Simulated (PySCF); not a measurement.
Coordinates in bohr (charge 1 multiplicity 2):
```
Si    0.0000    0.0000   -0.8357
F     2.5081    0.0000    0.6146
F    -2.5081    0.0000    0.6146
```

Computed with UPBE0 in PySCF with Si def2-TZVP, F def2-TZVP; no relativity; density-fitted integrals.

This geometry of SiF₂⁺ is a stationary point at this level.

(1) What is the point group?

(2) Is it a minimum?

(3) List the harmonic modes with their infrared intensities.

(4) What are the dipole moment and the gap between the highest occupied and lowest empty levels of either spin?

(5) Give the atomic charges and bond orders.

Results:

(1) C2v.

(2) Yes: all harmonic wavenumbers are real.

(3) 
```json
{"symmetry": "a1", "ω (cm⁻¹)": "289", "IR (km/mol)": "47.8", "type": "bend"}
{"symmetry": "a1", "ω (cm⁻¹)": "942", "IR (km/mol)": "60.5", "type": "stretch"}
{"symmetry": "b2", "ω (cm⁻¹)": "1132", "IR (km/mol)": "170", "type": "stretch"}
```

(4) 2.88 D about the centre of mass and 4.47 eV.

(5) 
```tsv
atom	Mulliken	Löwdin	polar tensor	spin (Mulliken)	Mayer order to Si1
Si1	1.16	0.65	1.68	0.85	–
F2,3	-0.08	0.17	-0.34	0.08	1.44
```

This need not be the most stable arrangement of these atoms.
